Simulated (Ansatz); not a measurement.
Results of PBE in Ansatz (plane waves, PAW) for solid CO2 (dry ice).

Numerical settings: plane-wave cutoff 500 eV, 4×4×4 k mesh, gaussian smearing 0.02 eV, scalar-relativistic PAW data made under PBE.

Computed at the level's own relaxed cell.

Task: Give the computed volume per atom and lattice parameter a.

Result: 
volume per atom: 18.52 Å³/atom
lattice parameter a: 6.057 Å

Measured, for comparison: equilibrium volume per atom 14.32 Å³/atom, lattice constant a 5.56 Å (5 K, zero-point motion not removed; as tabulated in Tran et al. (2019), arXiv:1903.00284). Computed (rounded) less measured: equilibrium volume per atom +29.3 %, lattice constant a +8.9 %.

Note: the cell comes from a level without a dispersion term, which matters for the spacing of layers, chains or molecules.

The computed numbers hold no vibrational or temperature effects.

Ansatz is a program for electronic structure.
